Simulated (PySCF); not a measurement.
C6H12.
Z-matrix (Å and degrees, PBE0-D3(BJ)/def2-SVP geometry), rows numbered from 1:
```
C 
C   1  1.5124
C   2  1.5439  1  119.04
C   3  1.5466  2   89.28  1   139.48
C   4  1.5172  3  114.27  2    99.14
C   2  1.5439  1  119.06  3   105.68
H   1  1.1026  2  110.91  3   -53.06
H   1  1.1019  2  111.44  3  -172.95
H   1  1.1019  2  111.42  3    66.82
H   2  1.1030  1  109.42  3  -127.15
H   3  1.1020  2  117.77  1   -99.76
H   3  1.1018  2  111.32  1    26.14
H   4  1.1020  3  114.75  2  -133.27
H   5  1.1016  4  111.23  3  -169.72
H   5  1.1024  4  111.41  3   -49.79
H   5  1.1017  4  111.20  3    70.11
H   6  1.1018  2  111.32  1   -26.17
H   6  1.1019  2  117.79  1    99.75
```

Method: PySCF, TDDFT PBE0/def2-SVPD, vertical, gas phase, core orbitals frozen in the response.

Each state is given a Gaussian of 0.5 eV full width at half maximum, with ε(max) = 2.175×10⁸ f / Δν̃ (Δν̃ the width in cm⁻¹). The width is an assumption, not a result. The curve ends short of the highest state used, and states not computed would add to its high-energy end.

```
λ (nm)  ε (L mol⁻¹ cm⁻¹)
 151.9              5725
 152.4              5867
 152.8              5948
 153.2              5995
 153.6              6004
 154.1              5961
 154.5              5880
 154.9              5758
 155.4              5551
 155.8              5345
 156.2              5107
 156.7              4773
 157.1              4482
 157.5              4176
 158.0              3782
 158.4              3464
 158.8              3149
 159.3              2766
 159.7              2472
 160.1              2194
 160.6              1871
 161.0              1634
 161.4              1418
 161.9              1176
 162.3              1005
 162.7               853
 163.2               689
 163.6               577
 164.0               480
 164.5               378
 164.9               311
 165.3               254
 165.8               196
 166.2               158
 166.6               127
 167.1                96
 167.5                76
 167.9                60
 168.4                45
 168.8                35
 169.2                27
 169.7                20
 170.1                15
 170.5                12
 171.0                 8
 171.4                 6
 171.8                 5
 172.3                 3
 172.7                 3
 173.1                 2
 173.6                 1
 174.0                 1
 174.4                 1
 174.9                 1
 175.3                 0
 175.7                 0
```

**Question.** Locate the maxima and give the states behind the curve.

**Answer.** 153 nm (8.08 eV), ε about 6000, made up of S2 (77%) and S3 (12%) (ε in L mol⁻¹ cm⁻¹; maxima over ε = 5, shares over 10%). The states used: S1 7.81 eV (f 0.0015); S2 8.03 eV (f 0.087); S3 8.07 eV (f 0.014); S4 8.29 eV (f 0.0008); S5 8.33 eV (f 0.0032); S6 8.44 eV (f 0.042); S7 8.51 eV (f 0.0007); S8 8.63 eV (f 0.0003); S9 8.74 eV (f 0.0004); S10 8.76 eV (f 0.016).

**Question.** Coming from long wavelengths, where does ε first pass 100 L mol⁻¹ cm⁻¹?

**Answer.** At about 167 nm (7.42 eV), 0.38 eV below S1.

**Question.** What would ε be at 8.08 eV, the highest of these maxima, with half the width (0.25 eV)?

**Answer.** About 10000 L mol⁻¹ cm⁻¹ against 6010, a factor of about 1.7; a lone state at its own centre would give exactly 2.

All these states lie below the vertical ionisation energy of 10.00 eV (ΔSCF).

One conformer stands for the species.
